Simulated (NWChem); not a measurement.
Species: formaldehyde (CH2O); SMILES C=O

Results from NWChem. Medium grid unless said otherwise, to which SCAN and Minnesota functionals are sensitive. All runs use the structure optimised with PBE-D3(BJ)/def2-SVP. Hybrids' shares of exact exchange are those that their runs print; pure functionals count as 0. The functionals differ in more than this share.

```csv
row,share of exact exchange,highest occupied level (eV)
PBE/def2-TZVP,0.00,-6.23
PW91/def2-TZVP,0.00,-6.30
TPSSh/def2-TZVP,0.10,-7.00
B3LYP/def2-TZVP,0.20,-7.64
B3PW91/def2-TZVP,0.20,-7.60
MN15/def2-TZVP,0.44,withheld
```

Question: Fit a straight line of the last column on the one before it, predict the withheld value, and compare with the run.

Answer: 
1. Means of the 5 shown rows: x = 0.100, y = -6.954. Slope Σ(x − x̄)(y − ȳ)/Σ(x − x̄)² = -0.2710/0.04000 = -6.775; intercept -6.276.
2. The shown rows scatter about the line by 0.034 (root mean square); the largest residual is -0.05, at TPSSh/def2-TZVP.
3. At x = 0.44 (MN15/def2-TZVP; beyond the shown range) the line gives -9.26.
4. The run gives -8.75, +0.51 from the line, 14.9 times the scatter.
